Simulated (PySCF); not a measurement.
Species: H5NOSi.
Atom-mapped SMILES: `[NH2:1][SiH2:2][OH:3]` (hydrogens: H4, H5 on N1; H6, H7 on Si2; H8 on O3)

A GFN2-xTB structure was refined with PySCF 2.14.0, PBE0-D3(BJ)/def2-SVP geometry optimisation, gas phase. Its GFN2-xTB values:

```
coordinate  GFN2-xTB
    N1–Si2   1.748 Å
     N1–H4   1.039 Å
    Si2–O3   1.634 Å
    Si2–H6   1.457 Å
    Si2–H7   1.459 Å
     O3–H8   0.964 Å
 N1–Si2–O3    109.6°
 N1–Si2–H6    117.7°
 Si2–N1–H4    117.6°
 Si2–N1–H5    118.7°
 Si2–O3–H8    118.5°
 O3–Si2–H6     99.7°
  H4–N1–H5    108.9°
 H6–Si2–H7    114.5°
```

Problem. How do these coordinates change at the PBE0-D3(BJ)/def2-SVP level?

Solution. 
| coordinate | PBE0-D3(BJ)/def2-SVP (Å or °) | change |
| --- | --- | --- |
| Si2–H7 | 1.496 | +0.037 |
| Si2–O3 | 1.667 | +0.033 |
| Si2–H6 | 1.488 | +0.031 |
| N1–Si2 | 1.719 | -0.029 |
| N1–H4 | 1.012 | -0.027 |
| O3–H8 | 0.962 | -0.002 |
| Si2–N1–H4 | 124.3 | +6.7 |
| N1–Si2–H6 | 113.6 | -4.1 |
| H4–N1–H5 | 112.6 | +3.7 |
| N1–Si2–O3 | 113.2 | +3.6 |
| Si2–O3–H8 | 114.9 | -3.6 |
| H6–Si2–H7 | 111.1 | -3.4 |
| Si2–N1–H5 | 121.9 | +3.2 |
| O3–Si2–H6 | 102.7 | +3.0 |

The energy falls by 17.1 kJ/mol over 10 energy and gradient evaluations, the largest force component goes from 0.0436 to 1.6e-04 Eh/bohr, and the atoms move by 0.266 Å rms after alignment. The bond that changes most is Si2–H7 (oxygen-bound silicon to Si–H hydrogen), which lengthens by 0.037 Å. Bonds longer at the end by more than 0.005 Å: 4 of 7; shorter: 2. Among the dihedrals that turn most is H5–N1–Si2–H7, from 57° to 0°. Rotational constants go from 21181, 7165, 5822 to 21857, 6806, 5732 MHz.

The run used 71 basis functions and 64 SCF cycles in all. On one thread, Arm Neoverse V1 (aarch64), on a shared host, this took 13 s of wall time and 0.37 GiB of memory at its peak.

No PBE0-D3(BJ)/def2-SVP frequencies stand behind this structure, so it isn't proved a minimum. One conformer, not necessarily the lowest.
